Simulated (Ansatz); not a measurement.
C2H5FS2 (`CC(F)SS`). Charge 0, multiplicity 1. All single points use the PBE0-D4/def2-TZVP geometry. It is one conformer, not always the lowest.

```xyz
10

C     0.268   -0.034    1.185
C     0.542   -0.604   -0.177
F     1.491    0.172   -0.811
S    -0.909   -0.819   -1.239
S    -1.824    1.001   -1.211
H    -0.191    0.952    1.098
H    -0.403   -0.690    1.740
H     1.208    0.061    1.733
H     0.939   -1.625   -0.118
H    -1.121    1.587   -2.199
```

(1) What is the dipole moment at ωB97M-V/def2-TZVPP? (Estimate.)

(2) And with PBE, r2SCAN, B3LYP? (Best estimate.)

(3) Give the Mulliken charges with ωB97M-V, B3LYP, r2SCAN in def2-TZVPP. (Best estimate.)

## Answers

(1) The calculation gave: 1.15 D, with components (0.19, -0.21, 1.11) D in this frame, pointing from negative to positive charge.

(2) Computed: PBE 1.12 D, r2SCAN 1.20 D, B3LYP 1.15 D.

(3) The calculation gave: 
| atom | ωB97M-V | B3LYP | r2SCAN |
| --- | --- | --- | --- |
| C1 | -0.29 | -0.24 | -0.15 |
| C2 | 0.09 | 0.18 | 0.23 |
| F3 | -0.21 | -0.23 | -0.22 |
| S4 | -0.03 | -0.06 | -0.07 |
| S5 | -0.14 | -0.13 | -0.13 |
| H6 | 0.11 | 0.09 | 0.07 |
| H7 | 0.11 | 0.09 | 0.06 |
| H8 | 0.12 | 0.10 | 0.06 |
| H9 | 0.10 | 0.08 | 0.04 |
| H10 | 0.13 | 0.12 | 0.11 |

B3LYP here is the variant with VWN-RPA as its local correlation; programs differ in this.
